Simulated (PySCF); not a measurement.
Species: C₄H₆FN.
Z-matrix (Å and degrees, PBE0-D3(BJ)/def2-SVP geometry), rows numbered from 1:
```
C 
C   1  1.3378
F   2  1.3400  1  118.43
C   2  1.4750  1  131.19  3  -179.24
N   4  1.2695  2  131.41  1    -6.68
C   5  1.4336  4  122.78  2    -0.32
H   1  1.0852  2  122.08  3   179.47
H   1  1.0917  2  119.01  3     0.15
H   4  1.1021  2  111.52  1   173.68
H   6  1.1058  5  111.51  4    66.97
H   6  1.1061  5  112.61  4   -53.62
H   6  1.0992  5  109.71  4  -174.10
```

The closed-shell ground state was solved at several levels (PySCF, density fitting, gas phase, non-relativistic).

```json
{"level": "PBE0/aug-cc-pVDZ", "basis functions": "192", "HOMO (eV)": "-7.38", "LUMO (eV)": "-1.70", "gap (eV)": "5.68", "dipole (D)": "2.04"}
{"level": "PBE0/def2-TZVP", "basis functions": "222", "HOMO (eV)": "-7.37", "LUMO (eV)": "-1.67", "gap (eV)": "5.70", "dipole (D)": "2.00"}
{"level": "PBE0/cc-pVTZ", "basis functions": "264", "HOMO (eV)": "-7.33", "LUMO (eV)": "-1.61", "gap (eV)": "5.72", "dipole (D)": "1.94"}
{"level": "PBE0/IGLO-III", "basis functions": "270", "HOMO (eV)": "-7.41", "LUMO (eV)": "-1.71", "gap (eV)": "5.70", "dipole (D)": "2.04"}
{"level": "PBE0/cc-pVDZ", "basis functions": "114", "HOMO (eV)": "-7.16", "LUMO (eV)": "-1.42", "gap (eV)": "5.74", "dipole (D)": "1.88"}
{"level": "PBE0/pcSseg-0", "basis functions": "66", "HOMO (eV)": "-7.03", "LUMO (eV)": "-1.63", "gap (eV)": "5.40", "dipole (D)": "2.57"}
{"level": "PBE0/STO-3G", "basis functions": "36", "HOMO (eV)": "-4.59", "LUMO (eV)": "1.45", "gap (eV)": "6.04", "dipole (D)": "1.53"}
{"level": "PBE0/6-311+G(2d,p)", "basis functions": "198", "HOMO (eV)": "-7.42", "LUMO (eV)": "-1.72", "gap (eV)": "5.70", "dipole (D)": "2.09"}
{"level": "PBE0/6-31G", "basis functions": "66", "HOMO (eV)": "-6.97", "LUMO (eV)": "-1.42", "gap (eV)": "5.55", "dipole (D)": "2.45"}
{"level": "PBE0/def2-SVP", "basis functions": "114", "HOMO (eV)": "-7.19", "LUMO (eV)": "-1.53", "gap (eV)": "5.66", "dipole (D)": "2.05"}
```

Q: What might PBE0/6-31G* (96 basis functions) give for the same quantities?

A: HOMO -7.10 eV, LUMO -1.31 eV, gap 5.79 eV, dipole 1.97 D.

Q: Over all these levels, which gives the widest orbital gap and which the narrowest?

A: PBE0/STO-3G has the widest, 6.04 eV, and PBE0/pcSseg-0 the narrowest, 5.40 eV. From the narrowest to the widest the HOMO moves by +2.44 eV and the LUMO by +3.08 eV.

Q: How much does the basis alone move the frontier levels among the 11 PBE0 rows (the withheld one included)?

A: The HOMO by 2.83 eV and the LUMO by 3.17 eV. By rising basis size (HOMO, LUMO in eV): STO-3G -4.59, 1.45; pcSseg-0 -7.03, -1.63; 6-31G -6.97, -1.42; 6-31G* -7.10, -1.31; cc-pVDZ -7.16, -1.42; def2-SVP -7.19, -1.53; aug-cc-pVDZ -7.38, -1.70; 6-311+G(2d,p) -7.42, -1.72; def2-TZVP -7.37, -1.67; cc-pVTZ -7.33, -1.61; IGLO-III -7.41, -1.71.

Q: How far do the dipole and the HOMO energy spread over the levels?

A: The dipole runs from 1.53 to 2.57 D (mean 2.05 D) and the HOMO from -7.42 to -4.59 eV.

One conformer stands for the species.
